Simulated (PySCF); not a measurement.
**How methods differ on the ionisation energy of F**

F [He] 2s2 2p5 (2P) → F⁺ [He] 2s2 2p4 (3P), as a difference of total energies. All numbers are calculated (PySCF 2.14, the spin-free X2C one-electron Hamiltonian (Gaussian nucleus), in x2c-TZVPPall with one added diffuse shell each of s, p, d type (6s4p3d1f, 40 functions)). Correlated levels: valence: 1s2 frozen; valence and next inner shell: nothing frozen. The calculations carry no spin-orbit coupling.

```
                                method  ionisation energy (eV)
                                   UHF                  15.645
                                   LDA                  17.932
                                   PBE                  17.637
                                  PBE0                  17.429
                                r2SCAN                  17.521
                                 M06-L                  17.206
                             BHandHLYP                  17.292
                                 B97-3                  17.514
                                 TPSSh                  17.349
                         MP2 (valence)                  17.234
                     SCS-MP2 (valence)                  17.216
    MP2 (valence and next inner shell)                  17.243
SCS-MP2 (valence and next inner shell)                  17.220
```

Task: How much does correlation contribute at MP2 (valence and next inner shell)?

Result: 17.243 − (15.645) = 1.598 eV, measured against UHF.

Errors of the correlated levels include the incompleteness of this basis and the frozen core.

For comparison: 17.427 eV (measured; NIST levels, between the centres of gravity of the two terms).
